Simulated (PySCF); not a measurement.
Method: B3LYP-D3(BJ)/def2-TZVP (PySCF). Gas-phase values, no solvent. One relaxed conformer stands for a flexible species; it need not be the lowest. B3LYP has the VWN-RPA correlation part, as in Gaussian. Excitations are Tamm–Dancoff values on a coarser integration grid. The basis has no diffuse functions, so Rydberg states are missing or too high.

Reference species (SMILES): `ClB(Cl)Cl` (neutral, multiplicity 1).

```
Property                  Value
----------------------  -------
S1–T1 gap (TDA)         0.18 eV
HOMO–LUMO gap           6.91 eV
S1 oscillator strength    0.000
```

After one change: the S1–T1 gap (TDA) rises by 0.59 eV; the HOMO–LUMO gap drops by 0.43 eV; the S1 oscillator strength hardly moves.

Question: What was changed between the two runs? The new species is one of these.
(A) `SB(S)Cl` (H–S–B–Cl torsion 180°, Cl–B–S–H torsion 0°)
(B) `SB(S)S`
(C) `SB(Cl)Cl` (H–S–B–Cl torsion 0°)

Answer: B, `SB(S)S`
